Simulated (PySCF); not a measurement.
Isopropenyl methyl ketone, C5H8O.
Bonds: C1–C2 (double), C2–C3, C2–C4, C4–C5, C4–O6 (double). Hydrogens: H7, H8 on C1; H9, H10, H11 on C3; H12, H13, H14 on C5.

Torsions of this conformer, `[CH2:1]=[C:2]([CH3:3])[C:4]([CH3:5])=[O:6]`: C1–C2–C4–C5 1°.

The closed-shell ground state was solved at several levels (PySCF, density fitting, gas phase, non-relativistic). The structure is a single PBE0-D3(BJ)/def2-SVP conformer in the gas phase; no vibrational or solvent corrections.

```tsv
level	basis functions	HOMO (eV)	LUMO (eV)	gap (eV)	dipole (D)
OPBE/pcSseg-1	142	-5.59	-2.43	3.16	2.62
KT2/pcSseg-1	142	-5.87	-2.48	3.39	2.63
B3LYP/pcSseg-1	142	-7.06	-1.75	5.31	2.79
PBE/pcSseg-1	142	-5.66	-2.53	3.13	2.62
B97-2/pcSseg-2	328	-7.04	-1.66	5.38	2.84
B3LYP/pcJ-1	242	-7.06	-1.75	5.31	2.80
LC-wPBE/pcSseg-1	142	-10.13	0.76	10.89	2.84
BP86/pcSseg-1	142	-5.79	-2.63	3.16	2.65
BHandHLYP/pcSseg-1	142	-8.85	-0.39	8.46	2.99
B97-2/pcSseg-1	142	-7.04	-1.60	5.44	2.81
wB97X-D/pcSseg-1	142	-9.27	0.25	9.52	2.86
KT3/pcSseg-1	142	-5.84	-2.46	3.38	2.62
```

**Question.** Estimate the row for BLYP/pcSseg-1, a basis of 142 functions; the other rows only guide the guess.

**Answer.** HOMO -5.56 eV, LUMO -2.37 eV, gap 3.19 eV, dipole 2.63 D.

**Question.** Over all these levels, which gives the widest orbital gap and which the narrowest?

**Answer.** LC-wPBE/pcSseg-1 (range-separated hybrid) has the widest, 10.89 eV, and PBE/pcSseg-1 (GGA) the narrowest, 3.13 eV. The two share the basis. From the narrowest to the widest the HOMO moves by -4.47 eV and the LUMO by +3.29 eV.

**Question.** In the pcSseg-1 basis, how does the gap go with the fixed share of exact exchange?

**Answer.** PBE (0 %) 3.13 eV; OPBE (0 %) 3.16 eV; BP86 (0 %) 3.16 eV; BLYP (0 %) 3.19 eV; KT3 (0 %) 3.38 eV; KT2 (0 %) 3.39 eV; B3LYP (20 %) 5.31 eV; B97-2 (21 %) 5.44 eV; BHandHLYP (50 %) 8.46 eV. Each rise in the share widens the gap here.

**Question.** How far do the dipole and the HOMO energy spread over the levels?

**Answer.** The dipole runs from 2.62 to 2.99 D (mean 2.75 D) and the HOMO from -10.13 to -5.56 eV.
